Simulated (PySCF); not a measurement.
## Core-level binding energies of H3SiCH2F

Species: H3SiCH2F, CH₅FSi.
Atom-mapped SMILES: `[F:1][CH2:2][SiH3:3]`

Structure used (PBE0-D3(BJ)/def2-SVP), in Å, numbered top down from 1:
```xyz
8
CH5FSi angstrom
F      1.6444    0.1668   -1.0376
C      0.9848   -0.0676    0.1510
Si    -0.8948    0.0347   -0.1213
H      1.2736   -1.0623    0.5355
H      1.3113    0.6773    0.8987
H     -1.2603    1.3979   -0.6053
H     -1.3171   -0.9786   -1.1313
H     -1.5856   -0.2349    1.1774
```

Theory: PySCF, delta-SCF UKS SCAN, pcX-2 on the ionised atom, pcseg-1 elsewhere, spin-free X2C. These are vertical core ionisation energies against the vacuum level, from separate self-consistent calculations with and without the core hole.

**Question.** Give the core binding energies atom by atom.

**Answer.** 
```csv
atom(s),bonded to,level,binding energy (eV),2p1/2 (eV),count
F1,C,F 1s,692.51,–,1
C2,"F, 2 H and Si",C 1s,292.76,–,1
Si3,C and 3 H,Si 2p3/2,107.08,107.70,1
Si3,C and 3 H,Si 1s,1846.79,–,1
```

**Question.** Which effective nuclear charge Zeff reproduces each element's mean 1s value in the hydrogen-like formula E = 13.606 eV × Zeff²?

**Answer.** C (Z = 6): mean 292.8 eV, Zeff = 4.64, Z − Zeff = 1.36; F (Z = 9): mean 692.5 eV, Zeff = 7.13, Z − Zeff = 1.87; Si (Z = 14): mean 1846.8 eV, Zeff = 11.65, Z − Zeff = 2.35. Means run over the listed sites, weighted by atom count.

**Question.** What is the longest wavelength that can ionise C 1s of C2 vertically?

**Answer.** λ = hc/E = 12398.42 eV Å / 292.76 eV = 42.350 Å.

For 2p shells one spin-free hole was relaxed; a mean-field spin–orbit operator and the ground-state splitting of the three 2p orbitals were then diagonalised within the shell. The shell's mean is (2 × 2p3/2 + 2p1/2)/3, and the degeneracies 2j + 1 give areas of 2:1. 2p1/2 minus 2p3/2 (ligand field included): Si 0.62 eV. Isolated species at its PBE0-D3(BJ)/def2-SVP geometry, gas phase.

The run took 11 s on an Arm Neoverse V1 with one thread, no GPU (shared host), and the process peaked at 0.46 GiB of memory.
